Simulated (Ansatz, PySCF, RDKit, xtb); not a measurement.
**Which structure has the formula SiNH4F?**

Given the formula SiNH4F and nothing else, which arrangement of the atoms is the most stable in the gas at 298.15 K, and what are its properties?

Plan: many cheap relaxations first (GFN2-xTB), then density-functional screening, relaxation at B3LYP-D3(BJ)/6-311G**, vibrations and a final energy. The numbers are computed, not measured.

7 further runs of the same task are left out: 7 set aside as unsound or not needed.

### Step 1. Possible bonding patterns

All bonding patterns within simple valence rules are listed by program: one Lewis structure each, at most two rings and one unusual centre or charged pair. O–O, O–halogen and N–halogen bonds and N–N–N chains are not drawn. That gives 2 candidates.

| label | SMILES | spin |
| --- | --- | --- |
| c762 | N[SiH2]F | singlet |
| c985 | [NH3+][SiH-]F | singlet |

Candidates are built by distance geometry, with a force field where one applies, in up to four conformers (letters a to d). 6 starts with atoms placed at random are added, to find patterns that the rules miss.

Q: Predict the outcome of this search (final energies at CCSD(T)/def2-TZVPP).

| quantity | value |
| --- | --- |
| lowest structure found | N[SiH2]F, singlet, Cs |
| next finalist | [NH3][SiH][F] ‡, singlet, 41.9 kcal/mol higher in G |
| share at equilibrium, among the finalists | 100.0 % |
| harmonic wavenumbers, lowest and highest (B3LYP-D3(BJ)/6-311G**) | 276 and 3677 cm⁻¹ |
| rotational constants, same geometry | 0.7784, 0.2239, 0.1917 cm⁻¹ |
| dipole moment (PBE0/def2-TZVPD) | 1.97 D |
| HOMO energy (PBE0/def2-TZVPD) | -8.19 eV |
| LUMO energy (PBE0/def2-TZVPD) | 0.04 eV |
| HOMO–LUMO gap (PBE0/def2-TZVPD) | 8.22 eV |
| lowest excitation (TD-PBE0/def2-SVPD) | 7.03 eV (f = 0.044) |
| strongest of the states computed, same level | 8.13 eV (f = 0.075) |
| lowest triplet excitation, same level, Tamm-Dancoff | 6.60 eV |
| vertical ionisation energy | 10.68 eV |
| vertical electron affinity | -1.19 eV (unbound: the value depends on the basis) |
| vertical triplet less singlet | +6.33 eV |

`N[SiH2]F` comes out lowest. Among the finalists first place is clear (41.9 kcal/mol); structures outside the list aren't covered. GFN2-xTB, HF/STO-3G, r2SCAN-D4/def2-SVP, B3LYP-D3(BJ)/6-311G**, HF/def2-TZVPP and MP2/def2-TZVPP already put its bonding pattern lowest among the structures in one piece. The search is not exhaustive (a finite list of starts, one conformer a finalist), so a lower isomer can't be ruled out. Patterns outside the rules of the enumeration were met only by chance. The lowest isomer need not be the one that is made and kept in a bottle, which depends on barriers.

‡ marks the bonded skeleton alone, with all bonds drawn single: no Lewis structure was assigned that passes a check against the bond lengths.
